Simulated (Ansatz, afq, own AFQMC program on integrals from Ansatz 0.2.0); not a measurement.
C2H5, doublet: AFQMC among the cluster methods

```xyz
7

C     0.0000   -0.0041    0.7102
C     0.0000    0.0010   -0.7689
H     0.0000   -1.0167    1.1165
H     0.8752    0.5176    1.1197
H    -0.8752    0.5176    1.1197
H     0.0000   -0.9170   -1.3407
H     0.0000    0.9353   -1.3164
```

Basis 6-31G. Noble-gas cores (and the filled d shells of Ga–Kr and In–Xe) are frozen. Integrals, coupled cluster, full CI and functionals: Ansatz 0.2.0; the random walks run on the same integrals in our own AFQMC program. The CISD trial takes its coefficients from CCSD amplitudes. Released means that phaseless walkers are propagated on without the constraint, phases kept. Free AFQMC starts from the CCSD state and is never constrained. Its projection time is finite, and what remains of the start isn't in its error. Error bars are statistical, one sigma.

Determinant: UHF, the one that the program's search chose, which needn't be the lowest solution. The geometry is a point of a scan.

No full CI on the walks' own integrals is used here; CCSDT(Q) serves as the reference and is uncertain by about the last step of the cluster series.

Cautions: the released energies move by 1.5 errors or more from one time to the next, so no released level is given (meV from the phaseless value at times in 1/Eh: -4 ± 8 at 0.24, -4 ± 9 at 0.51, -7 ± 7 at 0.99, 9 ± 8 at 1.62, -21 ± 10 at 2.40), though the last usable value meets CCSDT(Q) within the noise.

The T1 diagnostic is 0.0073, the weight of the determinant in the CISD state is 0.914 and the ⟨S²⟩ of the determinant is 0.764. The size of the correlated space is 13 electrons in 26 orbitals.

Reference: CCSDT(Q), correlation energy -5.401 eV.

```
        level  E − E(reference) (meV)  share of correlation (%)
           HF                  5401.2                      0.00
          MP2                   942.9                     82.54
         CCSD                   108.6                     97.99
      CCSD(T)                    17.5                     99.68
        CCSDT                     5.1                     99.90
  ph-AFQMC/HF             -7.2 ± 42.4                    100.13
ph-AFQMC/CISD             14.4 ± 11.2                     99.73
   free AFQMC             17.6 ± 11.6                     99.67
```

Free projections are given only where their last times agree within the noise and don't stop above the reference; a slow remainder of the start can still hide under it. A walk keeps the symmetry of its determinant, which the program's search chose and which needn't be the lowest solution, so a lower state of the same spin and another symmetry isn't excluded.
